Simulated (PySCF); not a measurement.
Species: C4H9OP.
Cartesian coordinates in Å at the GFN2-xTB level; atoms count from 1:
```xyz
15
C4H9OP angstrom
C     -2.017    0.302   -0.959
C     -1.476   -0.009    0.204
C     -0.439   -1.058    0.392
P      1.192   -0.358    0.865
C      1.638    0.849   -0.426
O      2.216   -1.373    1.125
H     -2.758    1.077   -1.055
H     -1.743   -0.211   -1.867
H     -1.768    0.519    1.103
H     -0.273   -1.639   -0.520
H     -0.708   -1.752    1.195
H      0.895    0.442    1.971
H      2.551    1.354   -0.117
H      0.845    1.571   -0.592
H      1.840    0.294   -1.342
```

Method used: TDDFT CAM-B3LYP/def2-SVPD, vertical, gas phase, core orbitals frozen in the response (PySCF).

Frontier orbitals with the atoms that hold most of them (Löwdin shares over 4%, at most four atoms; ? is withheld):

```csv
orbital,ε (eV),atoms
LUMO+2,1.62,"H9 19%, H12 18%, C2 9%, P4 8%"
LUMO+1,1.27,"C1 19%, C5 15%, C2 9%, H14 7%"
LUMO,0.69,"C2 30%, C1 30%, H8 7%, C3 6%"
HOMO,-8.80,?
HOMO-1,-9.26,?
HOMO-2,-9.90,"O6 32%, C2 23%, C1 21%, P4 7%"
HOMO-3,-11.68,"O6 48%, P4 10%, C2 9%, C3 8%"
```

Give the leading atoms of the HOMO.

O6 (bonded to P) 35%; C1 (bonded to C and 2 H) 18%; C2 (bonded to 2 C and H) 14%; C3 (bonded to C, P and 2 H) 11%. By element: carbon 43% or more, oxygen 35%.

Which atoms hold the HOMO-1, and with what shares?

O6 (bonded to P) 64%; P4 (bonded to 2 C, O and H) 17%; C5 (bonded to P and 3 H) 8%; H12 (bonded to P) 7%.

How does S1 compare with the orbital gap of 9.49 eV?

S1 is at 6.64 eV (f = 0.209), 2.85 eV below the gap, made of HOMO→LUMO (92%). Without the coupling terms of the response equations the lowest excitation would equal the gap.

Give energy, strength and leading configuration of S1, S2 and S3, and follow the Löwdin shares of the leading atoms from the occupied to the empty orbital.

- S1 (6.64 eV, f 0.209), HOMO→LUMO (92%): O6 35% → at most 7%, C1 18% → 30%, C2 14% → 30%
- S2 (7.16 eV, f 0.0083), HOMO-1→LUMO (73%): O6 64% → at most 7%, P4 17% → at most 7%, C2 at most 4% → 30%, C1 at most 4% → 30%
- S3 (7.25 eV, f 0.0077), HOMO→LUMO+1 (77%): O6 35% → at most 7%, C1 18% → 19%, C5 at most 12% → 15%

Löwdin shares depend on the basis, the more so with diffuse functions.

Time: 34 s of wall time (with the writing of density and orbital grids); peak memory 0.89 GiB. Hardware: an Intel Xeon Platinum 8559C with one thread, shared host.

One conformer stands for the species.
